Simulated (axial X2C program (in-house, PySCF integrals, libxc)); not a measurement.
**Potential curves of AlP⁻, two-component**

Calculated with an in-house relativistic program for diatomic molecules. Two-component (2c) means X2C with spin–orbit coupling and atomic mean-field two-electron Coulomb and Gaunt terms. Basis: P dyall-av3z [9s8p3d2f], Al dyall-av3z [9s9p3d2f] (cores contracted in-house); Gaussian nuclei, density fitting, unrestricted open shells. Masses: P 30.974 u, Al 26.982 u.

State: Ω = 1/2 (⟨Sz⟩ = 0.50, ⟨Lz⟩ = 0.00 at r2SCAN). Energies in eV from the fragments at the same level (P- + Al). Fits are polynomials in 1 − R0/R over 0.85 to 1.23 times the lowest point R0.

| R (Å) | r2SCAN |
| --- | --- |
| 1.8644 | -2.8110 |
| 1.9501 | -3.3295 |
| 2.0144 | -3.5511 |
| 2.0787 | -3.6629 |
| 2.1430 | -3.6906 |
| 2.2180 | -3.6434 |
| 2.2930 | -3.5346 |
| 2.3894 | -3.3355 |
| 2.5073 | -3.0413 |
| 2.6787 | -2.5840 |

One determinant describes the state; a PBE0 search over occupations chose it and may have missed a lower one. De is counted from the lowest determinant-based energies of the atoms at the same level, without counterpoise correction. Density functionals use the spin component along the axis (collinear). A 2c atom that is not at its ground J level misses part of its spin–orbit lowering, and De is too large by that part (0.04 eV or less for light atoms). This holds for r2SCAN. PBE0 can misorder states that lie within some tenths of an eV, so this need not be the ground state of the molecule. The nearest other 2c determinant of the search, Ω = 3/2, lies 0.15 eV up at the distance of the search. The functionals have no current-density term, which raises determinants with orbital currents, atoms included. The highest occupied level of some functionals is positive through self-interaction error; at Hartree–Fock it is bound.

(1) What are Re, ωe and De at the r2SCAN level?

## Answers

(1) At r2SCAN, 2c: Re = 2.136 Å, ωe ≈ 547 cm⁻¹, De = 3.69 eV to P- + Al; Be follows as 0.256 cm⁻¹.
